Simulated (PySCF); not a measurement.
Work out the structure from these simulated measurements.

Elements present: B, H and O. Monoisotopic mass: 32.0433 u.

| Item | Value |
| --- | --- |
| NMR, other nuclei | isotropic shieldings of nuclei other than C and H, by class: 98 (1 B), 302 (1 O) ppm [GIAO KT2/pcSseg-1] |
| Polarisability | 28.0 au [wB97X-D/def2-SVPD] |
| UV, first state | lowest singlet excitation: 6.61 eV (188 nm, f = 0.006) [TDDFT wB97X-D/def2-SVPD] |
| Rotational structure | rotational constants A, B, C: 85.828, 18.322, 17.811 GHz [PBE0-D3(BJ)/def2-SVP] |
| XPS | B1s 195.0, O1s 542.2 eV [ΔSCF SCAN, pcX-2 on the ionised atom, pcseg-1 elsewhere, spin-free X2C] |
| Couplings | largest of the computed one-bond spin–spin couplings (means over like bonds): 11B–1H +123.2 (×3), 17O–1H -85.4 (×2), 17O–11B +10.1 Hz [B3LYP/pcJ-1] |

Gas-phase values; electronic properties from PySCF, density fitting. Levels stand in brackets. Geometry: PBE0-D3(BJ)/def2-SVP; no solvent, vibrations or thermal averaging. NMR values are class means; diastereotopic atoms form classes of their own.

Q: Which formula fits the mass and the elements?

A: BH5O (calculated 32.0433). No other formula that holds each of these elements comes within 0.0003 u with a fitting electron parity and a possible valence count.

Q: What is the compound? Reason from the data.

A: The other shieldings belong to: 98 ppm, boron bonded to O and 3 H; 302 ppm, oxygen bonded to B and 2 H. The couplings run between: +123.2 Hz, boron bonded to O and 3 H and its hydrogen (with 2 like pairs); -85.4 Hz, oxygen bonded to B and 2 H and its hydrogen (with 1 like pair); +10.1 Hz, oxygen bonded to B and 2 H and boron bonded to O and 3 H. The core levels belong to: B1s 195.0 eV, boron bonded to O and 3 H; O1s 542.2 eV, oxygen bonded to B and 2 H. The optimised geometry has point group Cs and is an asymmetric top. Structure: B(H2O)H3 (`[H]B([H])([H])<-O`).
